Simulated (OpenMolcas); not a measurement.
# UHF/pcseg-1 run of CH4BS (SMILES [BH]SC)

Wanted: a geometry optimisation of CH4BS. 

The results are computed with OpenMolcas 26.06.

7 further runs of the same task are left out: 7 set aside as unsound or not needed.

### Step 1. The structure to begin with

CH4BS has 7 atoms, charge 0, and is taken as a doublet. As SMILES, `[BH]SC`. The coordinates come from a GFN2-xTB relaxation. This is one conformer, not always the lowest. The run starts from this shape.

Bond lengths: B1–S2 1.700 Å, S2–C3 1.866 Å, B1–H4 1.157 Å, C3–H5 1.084 Å, C3–H6 1.084 Å, C3–H7 1.084 Å. Angles: B1–S2–C3 105.5°, S2–B1–H4 128.1°, S2–C3–H5 108.9°, S2–C3–H6 109.2°, S2–C3–H7 106.8°, H5–C3–H6 110.8°, H5–C3–H7 110.4°, H6–C3–H7 110.6°.

### Step 2. A geometry optimisation at UHF/pcseg-1

The input, run.inp:

```
>>> EXPORT MOLCAS_PRINT=2

&GATEWAY
  BASLIB
  $CurrDir
  COORD
  7
  angstrom
  B       -1.704520      -0.370370      -0.327470
  S       -0.280580      -0.951870       0.395930
  C        1.000390       0.374800       0.113830
  H       -2.739450      -0.884260      -0.381960
  H        1.216570       0.433990      -0.947150
  H        0.621480       1.320500       0.483530
  H        1.886100       0.077210       0.663290
  BASIS
  pcseg-1
  GROUP
  NoSym
>>> EXPORT MOLCAS_MAXITER=40
>>> Do While

&SEWARD

&SCF
  UHF
  SPIN
  2
  PRORBITALS
  0

&SLAPAF
>>> EndDo
```

The basis set pcseg-1 is read from a file made from the Basis Set Exchange's data (not shown).

On the command line:

```
$ export MOLCAS_MEM=1860
$ pymolcas run.inp > run.log
```

**Question.** What will come out? Wanted: total energy at the end; dipole moment; HOMO energy; LUMO energy; ⟨S²⟩.

**Answer.** As computed:

At UHF/pcseg-1:

| quantity | value |
| --- | --- |
| total energy at the end | -462.31611 Eh |
| dipole moment | 1.47 D |
| HOMO energy (highest over α and β) | -9.12 eV |
| LUMO energy (lowest over α and β) | 1.86 eV |
| ⟨S²⟩ | 0.759 |

What this shows: At the final geometry: Bond lengths: B1–S2 1.761 Å, S2–C3 1.824 Å, B1–H4 1.184 Å, C3–H5 1.081 Å, C3–H6 1.081 Å, C3–H7 1.083 Å. Angles: B1–S2–C3 105.0°, S2–B1–H4 124.0°, S2–C3–H5 110.5°, S2–C3–H6 110.5°, S2–C3–H7 107.1°, H5–C3–H6 110.0°, H5–C3–H7 109.4°, H6–C3–H7 109.4°. The optimisation took 13 steps and changed the energy by -0.080 eV. Mulliken charges run from -0.34 on C3 to +0.13 on H5; they depend strongly on the basis.
